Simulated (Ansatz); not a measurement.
**BSiH2 (doublet): wB97M-V, B2PLYP over a scan of the distance Si1–B2, 6-31G**

How well do these functionals follow the top wave-function level for BSiH2 (doublet) over a scan of the distance Si1–B2?

Method: 6-31G, all electrons in the functionals, frozen cores in the correlation of double hybrids and RPA; program: Ansatz 0.2.0, Gaussian basis.

The runs, in order: wB97M-V, B2PLYP, at 1.565 Å; 1.706 Å; 1.925 Å; 2.115 Å; 2.376 Å; 2.689 Å; 3.025 Å; 3.632 Å; 4.192 Å; 5.295 Å; 6.410 Å.

1 further run of the same task is left out (for a known fault of the program).

## 1. The system

The geometry derives from a PBE0/def2-TZVP stationary point (not a proven minimum). One bond is set to the value named and the two fragments are kept rigid.

4 atoms, charge 0, spin multiplicity 2.

Atoms are counted from 1 here; the program's logs count them from 0.

Bond lengths: Si1–B2 1.925 Å, B2–H3 1.203 Å, B2–H4 1.203 Å. Angles: Si1–B2–H3 121.5°, Si1–B2–H4 121.5°, H3–B2–H4 117.1°.

No dispersion term is added; wB97M-V holds VV10 nonlocal correlation.

The geometry shown and the zero of energy belong to the point 1.925 Å. The yardstick, FCI, and other wave-function levels (R restricted, U unrestricted, valence and pair active spaces) come from earlier runs.

## 2. wB97M-V, 1.565 Å

Input file in.yaml:

```yaml
crystal:
  periodic: [false, false, false]
  atoms:
    - {symbol: Si, position_ang: [0.000000, 0.000000, 0.521593]}
    - {symbol: B, position_ang: [0.000000, 0.000000, -1.043407]}
    - {symbol: H, position_ang: [0.000000, -1.025810, -1.671196]}
    - {symbol: H, position_ang: [0.000000, 1.025810, -1.671196]}
basis:
  gaussian: {orbitals: 6-31G}
magnetization: {spin_polarized: true, initial_magnetization: 1}
hamiltonian: {xc: {name: wB97M-V}}
output: {orbitals: {seedname: orbitals}}
```

Run with:

```
ansatz run in.yaml --threads 1 --pin off --events-out ev --progress --plain --max-ram 4096MiB --backend cpu
```

The runs that follow: wB97M-V, 1.706 Å; wB97M-V, 1.925 Å; wB97M-V, 2.115 Å; wB97M-V, 2.376 Å; wB97M-V, 2.689 Å; wB97M-V, 3.025 Å; wB97M-V, 3.632 Å; wB97M-V, 4.192 Å; wB97M-V, 5.295 Å; wB97M-V, 6.410 Å; B2PLYP, 1.565 Å; B2PLYP, 1.706 Å; B2PLYP, 1.925 Å; B2PLYP, 2.115 Å; B2PLYP, 2.376 Å; B2PLYP, 2.689 Å; B2PLYP, 3.025 Å; B2PLYP, 3.632 Å; B2PLYP, 4.192 Å; B2PLYP, 5.295 Å; B2PLYP, 6.410 Å.

Before running them: what should the planned runs give, taken together? Wanted: span of the FCI curve; largest miss, wB97M-V; largest miss, B2PLYP.

The runs gave:

| quantity | value |
| --- | --- |
| span of the FCI curve | 67.2 kcal/mol |
| largest miss, wB97M-V | +14.9 kcal/mol (3.632 Å) |
| largest miss, B2PLYP | +8.1 kcal/mol (3.632 Å) |

In words: Of the functionals, B2PLYP keep the smallest largest miss at the points compared (at most 8.1 kcal/mol) and wB97M-V strays most (14.9 kcal/mol, at 3.632 Å). wB97M-V, B2PLYP clearly break the spin symmetry at some points (⟨S²⟩ up to 1.00 above the pure value), so energy there is bought with a mixed spin. Functionals and the yardstick converge differently with the basis, so part of each miss in 6-31G is the basis.
